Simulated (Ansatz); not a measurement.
Elements on the sites of an ideal fcc lattice, at a guessed lattice constant:

```
Rh Pd Ag
1.0
    -6.05082    4.03388    2.01694
     6.05082    4.03388   -2.01694
    -2.01694   -4.03388   -6.05082
Rh Pd Ag
6 2 12
Cartesian
  0.0000 -2.0169 -6.0508
  0.0000 0.0000 -4.0339
  -4.0339 0.0000 -4.0339
  -4.0339 2.0169 -2.0169
  -4.0339 4.0339 0.0000
  -2.0169 6.0508 0.0000
  0.0000 0.0000 0.0000
  -2.0169 2.0169 0.0000
  2.0169 0.0000 -6.0508
  0.0000 2.0169 -6.0508
  -2.0169 -2.0169 -4.0339
  2.0169 2.0169 -4.0339
  -2.0169 2.0169 -4.0339
  0.0000 4.0339 -4.0339
  -2.0169 0.0000 -2.0169
  0.0000 2.0169 -2.0169
  2.0169 4.0339 -2.0169
  -2.0169 4.0339 -2.0169
  0.0000 6.0508 -2.0169
  0.0000 4.0339 0.0000
```

Cell and atoms were relaxed without symmetry on coarser meshes and computed once more. The calculation used DFT PBE, scalar-relativistic, plane waves, PAW (Ansatz 0.2.0).

Settings: cutoff 420 eV, Γ-centred mesh 6×6×5 on the computed 20-atom cell, Gaussian smearing of 0.10 eV; no spin polarisation.

The relaxation ran on 2×2×2 (shifted) and then 4×4×3 k points with a smearing of 0.1 eV, from sites shaken by 0.02 Å.

What does the relaxation give?

A volume of 16.34 Å³/atom and no gap on the mesh. It lies 0.14 eV/atom above the elements' standard states (static lattices, no corrections for gases). The atoms leave their sites by 0.08 Å (root mean square) and 0.16 Å at most, and the cell stretches by up to 0.8 % at fixed volume.

```yaml
crystal:
  lattice:
    - [-6.05753, 4.02090, 2.00378]
    - [6.06023, 4.05025, -2.05515]
    - [-1.99612, -3.99784, -5.98851]
  atoms:
    - { symbol: Rh, position: [0.03045, 0.35303, 0.89069] }
    - { symbol: Rh, position: [0.17461, 0.39323, 0.59420] }
    - { symbol: Rh, position: [0.62431, 0.21573, 0.81449] }
    - { symbol: Rh, position: [0.76683, 0.25384, 0.50386] }
    - { symbol: Rh, position: [0.89584, 0.30295, 0.19674] }
    - { symbol: Rh, position: [0.94450, 0.62943, 0.09425] }
    - { symbol: Pd, position: [0.00430, 0.00521, 0.00415] }
    - { symbol: Pd, position: [0.46219, 0.15515, 0.10456] }
    - { symbol: Ag, position: [0.10036, 0.70908, 0.80697] }
    - { symbol: Ag, position: [0.54802, 0.85043, 0.89568] }
    - { symbol: Ag, position: [0.15828, 0.06045, 0.70750] }
    - { symbol: Ag, position: [0.24850, 0.75113, 0.50129] }
    - { symbol: Ag, position: [0.64568, 0.54610, 0.70039] }
    - { symbol: Ag, position: [0.70378, 0.90364, 0.60129] }
    - { symbol: Ag, position: [0.30546, 0.10198, 0.40333] }
    - { symbol: Ag, position: [0.33912, 0.44342, 0.29595] }
    - { symbol: Ag, position: [0.40077, 0.80285, 0.20110] }
    - { symbol: Ag, position: [0.79699, 0.59629, 0.39927] }
    - { symbol: Ag, position: [0.85282, 0.94656, 0.29359] }
    - { symbol: Ag, position: [0.49182, 0.49626, 0.99478] }
```

Spin polarisation was left out, and a magnetic state may lie lower.

Cost: 2 runs of about 17 core-minutes in all (earlier runs that led there not counted), on Intel Xeon Platinum 8375C (Ice Lake) (shared hosts).